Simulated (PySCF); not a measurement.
Bonds (- single, = double, # triple, : aromatic): O1-C2 1.398 Å, C2-C3 1.534 Å, C3-S4 1.811 Å. O1 carries H5; C2 carries H6, H7; C3 carries H8, H9. Formal charges: S4 -1.

Total charge -1.

Geometry: GFN2-xTB; GIAO shifts from PySCF 2.14.0 with density-fitted response routines, gas phase, non-relativistic, averaged over equivalent atoms.

At PBE0/pcSseg-1 (100 basis functions, about 18 core-seconds):
| atoms | δ (ppm) |
| --- | --- |
| O1 | 38.6 |
| C2 | 64.5 |
| C3 | 41.3 |
| H5 | 7.47 |
| H6/H7 | 3.01 |
| H8/H9 | 2.93 |

Referencing at the same level of theory: ¹⁷O (σref 336.08) against H2O; ¹³C (σref 186.93) and ¹H (σref 31.72) against TMS.

Q: What do these become at BP86/pcSseg-1?

A: 
```csv
atoms,δ at BP86/pcSseg-1,change
O1,48.4,+9.8
C2,67.7,+3.2
C3,44.9,+3.6
H5,7.35,-0.12
H6/H7,3.25,+0.24
H8/H9,3.25,+0.32
```

Shifts are taken against calculated references (same method and geometry level): H2O for ¹⁷O (σref 334.23); ¹³C (σref 182.31), ¹H (σref 31.71) vs TMS.

The largest change is at O1 (alcohol oxygen). Cost: 100 basis functions, about 24 core-seconds.

Experimental scales use liquid or dissolved standards, which lie at an offset from isolated H2O (liquid H2O: subtract about 36 ppm).
